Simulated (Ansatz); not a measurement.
# CFSi radical: geometry and frequencies at several levels

Wanted for CFSi radical: geometry and frequencies at several levels. Spin multiplicity 2.

Computed with Ansatz 0.2.0 (the levels named in each step, unless a step's input says otherwise).

## (1) The system as given

Bond lengths: F1–C2 1.340 Å, C2–Si3 1.726 Å. Angles: F1–C2–Si3 180.0°.

As a file:

```xyz
3

F     0.0000    0.0000   -1.4684
C     0.0000    0.0000   -0.1288
Si    0.0000    0.0000    1.5973
```

## (2) A rough first relaxation, PBE-D4/def2-SVP

input.yaml reads:

```yaml
crystal:
  periodic: [false, false, false]
  atoms:
    - { symbol: F, position_ang: [0.0, 0.0, -1.46842] }
    - { symbol: C, position_ang: [0.0, 0.0, -0.12883] }
    - { symbol: Si, position_ang: [0.0, 0.0, 1.59725] }
magnetization:
  spin_polarized: true
  initial_magnetization: 1
basis:
  gaussian: { orbitals: def2-SVP }
hamiltonian:
  xc: pbe
  dispersion: d4
relax:
  f_tol: 0.03
  max_steps: 200
```

The run is started by

```console
$ ansatz run input.yaml --threads 2 --pin off --max-ram 5120MiB --backend cpu --events-out ev --progress --plain --runs-dir out
```

After this run come: Relaxation, PBE0-D4/def2-TZVPP; Frequencies, PBE0-D4/def2-TZVPP; Relaxation, PBE-D4/def2-TZVPP; Frequencies, PBE-D4/def2-TZVPP; Relaxation, r2SCAN-D4/def2-TZVPP; Frequencies, r2SCAN-D4/def2-TZVPP; Relaxation, B3LYP-D4/def2-TZVPP; Frequencies, B3LYP-D4/def2-TZVPP; Relaxation, B2PLYP/def2-TZVPP.

Before running it: what results should come out? Wanted: F1–C2 at B2PLYP/def2-TZVPP; C2–Si3 at B2PLYP/def2-TZVPP; frequencies at B3LYP-D4/def2-TZVPP.

As calculated:

| quantity | value |
| --- | --- |
| F1–C2 at B2PLYP/def2-TZVPP | 1.284 Å |
| C2–Si3 at B2PLYP/def2-TZVPP | 1.690 Å |
| frequencies at B3LYP-D4/def2-TZVPP | 256 to 1531 cm⁻¹ |

**Reading.** The F–C distance spreads over 0.016 Å, from PBE0-D4/def2-TZVPP (shortest) to PBE-D4/def2-TZVPP. No mode is imaginary, so the geometry is a minimum.
